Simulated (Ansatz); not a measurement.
SnBr2 (Pnma, No. 62; cell taken from a computed entry) was calculated with PBEsol in Ansatz (PAW).

Run with plane-wave cutoff 500 eV, 6×10×4 k mesh (along the axes of the cell as run), gaussian smearing 0.02 eV, scalar-relativistic PAW data made under PBE.

Cell (relaxed at this level):

```
SnBr2
1.0
    8.06966     0.00000     0.00000
    0.00000     4.15275     0.00000
    0.00000     0.00000    10.94106
Sn Br
4 8
Direct
  0.36651   0.25000   0.65678
  0.63349   0.75000   0.34322
  0.13349   0.75000   0.15678
  0.86651   0.25000   0.84322
  0.67967   0.25000   0.54436
  0.32033   0.75000   0.45564
  0.82033   0.75000   0.04436
  0.17967   0.25000   0.95564
  0.97445   0.25000   0.29942
  0.02555   0.75000   0.70058
  0.52555   0.75000   0.79942
  0.47445   0.25000   0.20058
```

### Question
What does this level give for the band gap?

### Answer

- band gap = 2.09 eV (on the SCF k mesh)

Note: the relaxation could not lower the start's symmetry, so the cell can be a saddle point above a distorted one.

Spin–orbit coupling is not included.

Static lattice: no zero-point or thermal effects.

Ansatz is an electronic-structure program.
